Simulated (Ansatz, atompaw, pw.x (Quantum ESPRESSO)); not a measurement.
## Equation-of-state test of one PAW (atompaw) potential (Ce)

- Element: Ce
- Generator: atompaw 4.2.0.5
- Type: PAW
- Functional: PBE
- Relativity: scalar-relativistic
- Frozen core: [Kr] 4d10
- Valence charge: 12
- Reference configuration: 4f1 5s2 5p6 5d1 6s2 6p0
- Partial waves: 5s (bound); 6s (bound); 5p (bound); 6p (bound, empty); 5d (bound); 5d channel at 1.6 Ry; 4f (bound); 4f channel at -0.05 Ry
- Local potential: bessel scheme, radius 2.05 bohr
- Core correction: smooth core density matched at 2.60 bohr
- Augmentation charge: besselshape compensation charge, radius 2.60 bohr; PAW radius 2.75 bohr; waves and projectors: bloechl

Crystal test: fcc Ce in pw.x 7.5, no spin, 12³ k-points, Fermi–Dirac smearing 0.01 Ry, cutoffs 45/450 Ry. The reference is all-electron LAPW (Ansatz 0.2.0) with the same functional, mesh and smearing; V0 and B0 come from Birch–Murnaghan fits to the pressures at five volumes. Errors are pseudo minus all-electron; Δ is the rms difference of the E(V) curves that follow from these fits, minima aligned, over ±6 % about the mean V0. Mesh and smearing are coarse, so the numbers serve the comparison and aren't converged zero-temperature values; the lattice is a test structure that the element need not adopt. Spin polarisation and strong correlation are left out, which matters for this element.

All-electron: a0 = 4.776 Å (V0 = 27.24 Å³/atom), B0 = 32.0 GPa.

Task: How far does the potential miss the all-electron equation of state?

Result: mean pressure error (GPa): +0.07; a0 (Å): 4.780; a0 error (%): +0.07; B0 error (%): -0.1; Δ (meV/atom): 0.4.

```
V (Å³/atom)  P all-electron (GPa)  P pseudo (GPa)
     25.761                  2.03            2.12
     26.439                  1.02            1.10
     27.117                  0.15            0.22
     27.795                 -0.61           -0.55
     28.473                 -1.28           -1.22
```

Task: At the middle volume, how do free energy and pressure move when the wave cutoff is lowered (ecutrho held at 450 Ry)?

Result:

```json
{"cutoff (Ry)": "20", "shift of F (meV/atom)": "+134.1", "shift of P (GPa)": "-4.39"}
{"cutoff (Ry)": "27", "shift of F (meV/atom)": "+19.3", "shift of P (GPa)": "-0.81"}
{"cutoff (Ry)": "36", "shift of F (meV/atom)": "+1.4", "shift of P (GPa)": "-0.07"}
```

The 8 pw.x runs together took about 12 min on one core of a shared server CPU.
